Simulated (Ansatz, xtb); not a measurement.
# Two isomers of CH2N−

Structure I is `[H]/[C-]=N/[H]`, a singlet and structure II is `[H]/[C-]=N\[H]`, a singlet. Both are isolated ions in the gas phase, relaxed with PBE-D3(BJ)/def2-SVPD.

I (Å):

```xyz
4

C    -1.0466    0.6485    0.5001
N    -0.3002    0.2655    1.5158
H    -0.7926    1.7636    0.3444
H    -0.5018   -0.7428    1.6890
```

II (Å):

```yaml
atoms:
  - { symbol: C, position_ang: [1.2512, -0.2821, -0.8227] }
  - { symbol: N, position_ang: [0.4543, -1.2803, -0.5191] }
  - { symbol: H, position_ang: [0.9982, 0.6740, -0.2067] }
  - { symbol: H, position_ang: [-0.2675, -1.0435, 0.2217] }
```

Task: Estimate E(II) − E(I) at the level CCSD(T)/def2-TZVPPD.

Result: Calculated at CCSD(T)/def2-TZVPPD: E(II) − E(I) = +4.3 kcal/mol, so structure I lies lower.

Level by level:

```
               level              geometry  E(II) − E(I) (kcal/mol)  departure from the last row (kcal/mol)  job, with rough time for the two
            GFN2-xTB              GFN2-xTB                      −6.7                                   −11.0               optimisation, 2.1 s
           HF/STO-3G              GFN2-xTB                      +8.7                                    +4.4                 single point, 1 s
 r2SCAN-D4/def2-SVPD              GFN2-xTB                      +5.6                                    +1.2               single point, 5.6 s
PBE-D3(BJ)/def2-SVPD  PBE-D3(BJ)/def2-SVPD                      +3.5                                    −0.8                optimisation, 39 s
      HF/def2-TZVPPD  PBE-D3(BJ)/def2-SVPD                      +5.2                                    +0.8           part of the CCSD(T) run
     MP2/def2-TZVPPD  PBE-D3(BJ)/def2-SVPD                      +4.6                                    +0.3           part of the CCSD(T) run
 CCSD(T)/def2-TZVPPD  PBE-D3(BJ)/def2-SVPD                      +4.3                                                        single point, 30 s
```

As drawn, both hold the same kinds of bond in the same numbers.

GFN2-xTB puts the two in the other order. The largest departure from CCSD(T)/def2-TZVPPD is that of GFN2-xTB, 11.0 kcal/mol.

With harmonic frequencies from PBE-D3(BJ)/def2-SVPD (ideal gas, rigid rotor, one conformer each, 1000 K, 1 atm): the zero-point term adds −0.9 kcal/mol; ΔH is +3.6 and ΔG +3.2 kcal/mol.

The correlated steps freeze 2 core orbitals. Programs: Ansatz 0.2.0, xtb 6.7.1; the last row on 1 thread of Intel(R) Xeon(R) Processor @ 2.50GHz (Skylake/Cascade Lake) on a shared host.
